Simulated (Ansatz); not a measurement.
# BNH₃ (doublet): the correlation ladder at distance B1–N2 = 3.709 Å, cc-pVDZ

The task here is to estimate one member of a computed series from the others.

The runs use Ansatz 0.2.0, Gaussian basis; cc-pVDZ, core rule «outside noble gas», up to 2 orbitals frozen.

To be run: UHF; CCSD(T) on ROHF; CCSD(T) on UHF; BCCD(T) on ROHF; CISD; CCSDT(Q) on ROHF; CCSDT(Q) on UHF; CASSCF and MRCISD+Q, 3 electrons in 3 orbitals; CASSCF and NEVPT2, 3 electrons in 3 orbitals.

23 further runs of the same task are left out: 2 for a mislabelled method, 11 that didn't finish, 10 set aside as unsound or not needed.

**The geometry**

The geometry derives from a PBE0/def2-TZVP stationary point (not a proven minimum). One bond is set to the value named and the two fragments are kept rigid.

5 atoms, charge 0, spin multiplicity 2.

Atoms are counted from 1 here; the program's logs count them from 0.

Bond lengths: B1–H3 1.195 Å, N2–H4 1.011 Å, N2–H5 1.007 Å. Angles: H4–N2–H5 113.1°.

The first run:

in.yaml reads:

```yaml
crystal:
  periodic: [false, false, false]
  atoms:
    - {symbol: B, position_ang: [0.000000, -0.421535, 2.108415]}
    - {symbol: N, position_ang: [0.000000, 0.245735, -1.540068]}
    - {symbol: H, position_ang: [0.000000, 0.416087, 2.961134]}
    - {symbol: H, position_ang: [0.000000, 1.174054, -1.940280]}
    - {symbol: H, position_ang: [0.000000, -0.483655, -2.234026]}
basis:
  gaussian: {orbitals: cc-pVDZ}
magnetization: {spin_polarized: true, initial_magnetization: 1}
hamiltonian: {xc: hf}
output: {orbitals: {seedname: orbitals}}
```

Started as:

```sh
$ ansatz run in.yaml --threads 1 --pin off --events-out ev --progress --plain --max-ram 2393MiB
```

Among the steps run: UHF; CCSD(T) on ROHF; CCSD(T) on UHF; BCCD(T) on ROHF; CISD; CCSDT(Q) on ROHF; CCSDT(Q) on UHF; CASSCF and MRCISD+Q, 3 electrons in 3 orbitals; CASSCF and NEVPT2, 3 electrons in 3 orbitals.

One of the session's tables, all rows but one given; the rest of the session is left out.

| method | from UCCSDT(Q) (meV) |
| --- | --- |
| ROHF | +7053.4 |
| UHF | +6725.2 |
| RMP2 | +1399.4 |
| UMP2 | +1525.5 |
| CISD | +730.0 |
| RCCSD | ? |
| UCCSD | +139.4 |
| RCCSD(T) | +27.7 |
| UCCSD(T) | +30.3 |
| BCCD(T) | +28.1 |
| RCCSDT | +7.2 |
| UCCSDT | +7.3 |
| RCCSDT(Q) | -0.1 |
| UCCSDT(Q) | 0 |
| CASSCF pair | +6450.9 |
| NEVPT2 pair | +1254.6 |
| MRCISD pair | +582.8 |
| MRCISD+Q pair | +56.5 |

Q: Estimate the row for RCCSD from the others.

**Answer.** from UCCSDT(Q) (meV): +136.7. In the column «from UCCSDT(Q) (meV)» it lies between MRCISD+Q pair (+56.5) and UCCSD (+139.4).

To keep in mind: The determinant is far from a pure spin state, so its energy mixes those of several spin states (harmless only where they are near-degenerate, as at dissociation). Restricted and unrestricted rows rest on different reference determinants; where their highest levels disagree by more than a few hundredths of an eV, they describe different states and don't form one ladder.
